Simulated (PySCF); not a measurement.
# AlCl⁻: input and log

State: ²Π (doublet), unpaired electrons π ↑.

An equivalent input (the run itself took its basis sets from the Basis Set Exchange, started from a PBE0 density and held the occupation σ 9α 9β, πx 4α 3β, πy 3α 3β):

```python
from pyscf import gto, dft
mol = gto.M(atom='Al 0 0 0; Cl 0 0 2.313', basis={'Al': 'def2-TZVPPD', 'Cl': 'def2-TZVPPD'},
            charge=-1, spin=1, verbose=4, symmetry='C2v')
mf = dft.UKS(mol, xc='WB97X_V')
mf.grids.atom_grid = (80, 434)
mf.grids.prune = dft.gen_grid.treutler_prune
mf.irrep_nelec = {'A1': (9, 9), 'B1': (4, 3), 'B2': (3, 3)}
mf.conv_tol = 1e-9
mf.max_cycle = 60
mf.diis_space = 10
mf.kernel()
```

The log (some set-up lines and the per-cycle HOMO/LUMO lines removed):

```
******** <class 'pyscf.dft.uks_symm.SymAdaptedUKS'> ********
method = SymAdaptedUKS
damping factor = 0
level_shift factor = 0
DIIS = <class 'pyscf.scf.diis.CDIIS'>
diis_start_cycle = 1
diis_space = 10
diis_damp = 0
SCF conv_tol = 1e-09
SCF conv_tol_grad = None
SCF max_cycles = 60
number electrons alpha = 16  beta = 15
** Following is NLC and NLC Grids **
NLC functional = WB97X_V
Set gradient conv threshold to 3.16228e-05
init E= -702.588934380834
cycle= 1 E= -702.589897869181  delta_E= -0.000963  |g|= 0.00783  |ddm|= 0.0697
cycle= 2 E= -702.589993020142  delta_E= -9.52e-05  |g|= 0.00299  |ddm|= 0.0223
cycle= 3 E= -702.590007411354  delta_E= -1.44e-05  |g|= 0.00141  |ddm|= 0.0094
cycle= 4 E= -702.590011168105  delta_E= -3.76e-06  |g|= 0.000367  |ddm|= 0.00644
cycle= 5 E= -702.590011770003  delta_E= -6.02e-07  |g|= 0.000176  |ddm|= 0.00318
cycle= 6 E= -702.59001190484  delta_E= -1.35e-07  |g|= 5.53e-05  |ddm|= 0.00195
cycle= 7 E= -702.590011915165  delta_E= -1.03e-08  |g|= 1.72e-05  |ddm|= 0.000546
cycle= 8 E= -702.590011916079  delta_E= -9.13e-10  |g|= 5.6e-06  |ddm|= 0.000158
Extra cycle  E= -702.59001191614  delta_E= -6.2e-11  |g|= 3.07e-06  |ddm|= 1.63e-05
converged SCF energy = -702.59001191614  <S^2> = 0.75754027  2S+1 = 2.0075261
```

Repeating this along the bond gives Re = 2.308 Å and ωe = 327 cm⁻¹.

A point of this curve took 7.9 CPU seconds beside 0.37 for the integrals, on Arm Neoverse V1 (shared host).

The state was picked by a PBE0 search and need not be the measured ground state.
